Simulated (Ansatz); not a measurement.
Relaxation of BH$_{6}$NS (9 atoms, charge 0, multiplicity 1), to a largest force component of 0.03 eV/Å in at most 50 steps.

Method: RKS PBE0/def2-SVP (Ansatz 0.2.0).

```xyz
9
Properties=species:S:1:pos:R:3
B 0.057 0.617 -0.222
H 0.010 -0.586 1.855
N 1.311 0.154 -0.605
H 1.430 -0.732 -1.078
H 2.179 0.650 -0.449
H -0.934 -0.036 -0.442
S -0.226 2.255 0.621
H 1.061 2.667 0.689
H -0.185 0.076 2.055
```

Task: Where does it end, and by what steps?

Result: The forces met the threshold. The force dipped under the threshold on the way, but the program's further checks kept it going. After 21 steps the energy has fallen by 0.258 eV; H2 moved furthest, 1.77 Å.

```csv
step,energy less start (eV),largest force component (eV/Å),accepted
0,0.0000,1.773,yes
1,-0.1498,0.427,yes
2,-0.2001,0.278,yes
3,-0.2264,0.082,yes
4,-0.2330,0.075,yes
5,-0.2210,0.363,no
6,-0.2371,0.034,yes
7,-0.2381,0.312,yes
8,-0.2431,0.019,yes
9,-0.2471,0.182,yes
10,-0.2490,0.215,yes
11,-0.2496,0.252,yes
12,-0.2530,0.140,yes
13,-0.2547,0.037,yes
14,-0.2559,0.046,yes
15,-0.2562,0.120,yes
16,-0.2571,0.059,yes
17,-0.2575,0.020,yes
18,-0.2578,0.061,yes
19,-0.2576,0.105,no
20,-0.2581,0.017,yes
21,-0.2582,0.012,yes
```

```xyz
9
Properties=species:S:1:pos:R:3
B 0.122 0.721 -0.776
H -0.198 -0.481 3.609
N 1.411 0.307 -1.106
H 1.585 -0.339 -1.864
H 2.249 0.607 -0.625
H -0.824 0.308 -1.402
S -0.290 1.873 0.566
H 0.962 2.111 1.021
H -0.312 -0.040 2.998
```

Time of the run: 55 s on 1 thread of Arm Neoverse V1, with other jobs on the host, peak memory 0.16 GiB.
